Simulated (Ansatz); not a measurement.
## AlSi⁺, singlet: vertical spin and charge gaps

Geometry (PBE0/def2-TZVP stationary point for this spin):

```xyz
2

Si    0.0000    0.0000    0.0000
Al    0.0000    0.0000    3.0790
```

Basis cc-pVDZ; Ansatz 0.2.0. Correlated methods freeze the noble-gas cores. R marks a restricted (for open shells ROHF) determinant. Active spaces: valence = (6e, 8o) chosen from the atoms' valence shells.

Gaps are energies of the second state less the first, at fixed atoms, for a selection of the levels run; each method lands on the state that its own search finds for that charge and spin.

Triplet less singlet: -0.516 eV at full CI (singlet A1, triplet B1, in C2v).

| level | gap (eV) | error (meV) |
| --- | --- | --- |
| RHF | -0.893 | -377 |
| RMP2 | -0.713 | -197 |
| CISD | -0.659 | -143 |
| RCCSD | -0.548 | -32 |
| RCCSD(T) | -0.533 | -17 |
| BCCD(T) | -0.533 | -17 |
| RCCSDT | -0.529 | -13 |
| CISDTQ | -0.529 | -13 |
| RCCSDT(Q) | -0.522 | -6 |
| CASSCF (valence space) | -0.354 | 162 |
| NEVPT2 (valence space) | -0.669 | -153 |
| MRCISD (valence space) | -0.593 | -77 |
| MRCISD+Q (valence space) | -0.613 | -97 |

Full CI is exact within this basis and frozen core; it isn't the basis-set limit.
